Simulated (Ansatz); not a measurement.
# CH5AlS: the cost of one run

Program: Ansatz 0.2.0. Level of theory: RKS B3LYP-D4/def2-SVP. These are calculated values, not measurements.

## Step 1: The structure to begin with

Bond lengths: C1–Al2 1.923 Å, Al2–S3 2.258 Å, C1–H4 1.166 Å, C1–H5 1.123 Å, C1–H6 1.126 Å, Al2–H7 1.623 Å, S3–H8 1.375 Å. Angles: C1–Al2–S3 119.2°, C1–Al2–H7 120.3°, S3–Al2–H7 120.4°, Al2–C1–H4 109.2°, Al2–C1–H5 112.7°, Al2–C1–H6 113.5°, H4–C1–H5 109.4°, H4–C1–H6 105.7°, H5–C1–H6 106.1°, Al2–S3–H8 91.7°.

Coordinates:

```xyz
8

C    -0.6878    0.9308   -0.4191
Al    0.8014   -0.1651    0.1094
S     0.5023   -1.7408    1.6989
H    -0.4185    2.0522   -0.2464
H    -1.6286    0.6830    0.1425
H    -0.9434    0.8437   -1.5120
H     2.2542    0.0368   -0.5843
H     0.2125   -2.6977    0.7552
```

## Step 2: Relaxing the start

input.yaml

```yaml
crystal:
  periodic: [false, false, false]
  atoms:
    - { symbol: C, position_ang: [-0.6878, 0.9308, -0.4191] }
    - { symbol: Al, position_ang: [0.8014, -0.1651, 0.1094] }
    - { symbol: S, position_ang: [0.5023, -1.7408, 1.6989] }
    - { symbol: H, position_ang: [-0.4185, 2.0522, -0.2464] }
    - { symbol: H, position_ang: [-1.6286, 0.683, 0.1425] }
    - { symbol: H, position_ang: [-0.9434, 0.8437, -1.512] }
    - { symbol: H, position_ang: [2.2542, 0.0368, -0.5843] }
    - { symbol: H, position_ang: [0.2125, -2.6977, 0.7552] }
basis:
  gaussian: { orbitals: def2-SVP }
hamiltonian:
  xc: b3lyp
  dispersion: d4
relax:
  f_tol: 0.02
  max_steps: 40
scf:
  lower_state_search: "off"
output:
  orbitals: {}
```

Started as:

```sh
ansatz run input.yaml --threads 1 --pin off --max-ram 2048MiB --backend cpu --events-out ev --progress --plain --runs-dir out
```

Q: Estimate wall time and peak memory on 1 thread of Intel Xeon 6975P-C (Granite Rapids), shared host.

About 14 s, with a peak of 0.15 GiB.
